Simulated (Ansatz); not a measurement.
# [Cl···H···O], triplet: the ladder up to UCCSDT(Q)

Geometry: a point of a hydrogen-transfer path between rigid fragments, not a stationary point.

```xyz
3

Cl    0.0000    0.0000   -1.5357
H     0.0000    0.0000    0.1843
O     0.0000    0.0000    1.3513
```

Basis cc-pVTZ; Ansatz 0.2.0. Correlated methods freeze the noble-gas cores, which leaves 14 electrons in 72 orbitals. R marks a restricted (for open shells ROHF) determinant, U an unrestricted one. Active spaces: pair = (4e, 4o) about the gap; valence = (14e, 9o) chosen from the atoms' valence shells.

Full CI isn't at hand for all of this; UCCSDT(Q) serves as the reference, and is uncertain by the last step of the cluster series or more. The frozen core follows each run's orbitals, which can shift R against U totals by a few meV.

HF rows: RHF is the determinant under the cluster runs, UHF is the lowest solution found. Coupled cluster chose its determinant by a search with trial CCSD, here up to 0.05 eV above the lowest Hartree–Fock solution of its kind, and MP2 stands on that determinant too.

```
UHF ⟨S²⟩                          : 2.090
T1 diagnostic (RCCSD)             : 0.0312
largest doubles amplitude (RCCSD) : 0.061
T1 diagnostic (UCCSD)             : 0.0189
```

```csv
level,E − E(RHF) (eV)
UHF,-0.5568
RMP2,-10.6995
UMP2,-10.5822
RCCSD,-11.6458
UCCSD,-11.6644
RCCSD(T),-12.0379
UCCSD(T),-12.0362
```

(1) Estimate how far UCCSDT(Q) in cc-pVTZ lies from RCCSD(T). The table doesn't fix it; the size of (T) and the diagnostics are the guide.

(1) UCCSDT(Q) in cc-pVTZ lies 1.16 kcal/mol below RCCSD(T), which is 13 % of the (T) step (-9.04 kcal/mol). T1 is raised, but (T) still catches most of what CCSD lacks. The miss exceeds 1 kcal/mol.

The other levels:

```
                   level  E − E(UCCSDT(Q)) (kcal/mol)  share of correlation (%)     wall time
                 BCCD(T)                         1.17                     99.58  4.7 s (H100)
                  RCCSDT                         0.48                     99.83             –
                  UCCSDT                         0.41                     99.85             –
               RCCSDT(Q)                         0.07                     99.97   25 s (H100)
  CASSCF (valence space)                       251.33                      9.84             –
  NEVPT2 (valence space)                        49.38                     82.29         6.5 s
  MRCISD (valence space)                        27.96                     89.97             –
MRCISD+Q (valence space)                         5.33                     98.09  3.1 s (H100)
```

The correlation energy at UCCSDT(Q), counted from RHF, is -12.088 eV. That run took 15 s on 2 threads of AMD EPYC 7R13 with a shared H100 80 GB, shared host.

Run but not shown, since their state, orbitals or frozen core can't be matched to the reference's or they repeat it: CASSCF (pair space), NEVPT2 (pair space), MRCISD (pair space), MRCISD+Q (pair space).

Times hold each run's SCF and search for its determinant on a shared host, so for small cases they say little of a method's own cost; rows without a card ran on 1 thread of AMD EPYC 7R13.

Natural occupations of CASSCF (valence space) about the gap: 1.999 1.998 1.943 1.003 1.001 0.058; effectively unpaired electrons, Σ n²(2−n)², 2.03.
